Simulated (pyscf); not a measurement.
# Routes from `[CH3][In]([CH3])[Cl]` + `[H][H]`

Candidate steps break at most two bonds and form at most two. Each was searched with GFN2-xTB (tblite) first. Optimised with ωB97X-D3(BJ)/def2-SVP in PySCF. Energies: ωB97M-D3(BJ)/def2-TZVP, kcal/mol, from the separated reactants, singlet surface; ΔG‡ with ideal gas, 1 atm, RRHO with modes under 100 cm⁻¹ raised to 100, one conformer, R ln 2 for chiral ones without a mode under 150 cm⁻¹.

| products | type | ΔE‡ | ΔE | ΔG‡ 298 K | ΔG‡ 900 K | ν‡ (cm⁻¹) |
|---|---|---|---|---|---|---|
| H₃C–InH–CH₃ + HCl | four-centre exchange | 30.5 | +29.5 | 38.5 | 56.7 | 854i |
| CH₄ + H₃C–InH–Cl | four-centre exchange | 41.9 | -10.7 | 50.6 | 68.9 | 1732i |

Row 1: On the product side the descent ends in an adduct with a Cl–In contact, 7.0 kcal/mol under the separated species and 4.5 kcal/mol under the saddle at ωB97X-D3(BJ)/def2-TZVP. Row 2: On the product side the descent ends in a complex (not fully relaxed), 4.2 kcal/mol under the separated species and 54.5 kcal/mol under the saddle at ωB97X-D3(BJ)/def2-TZVP. 

Plain bond fissions and candidates not yet searched are not listed, and one of them may be faster. Each barrier is that of the saddle found; lower ones may exist. Elements past Kr carry the def2 core potentials, without spin-orbit coupling.
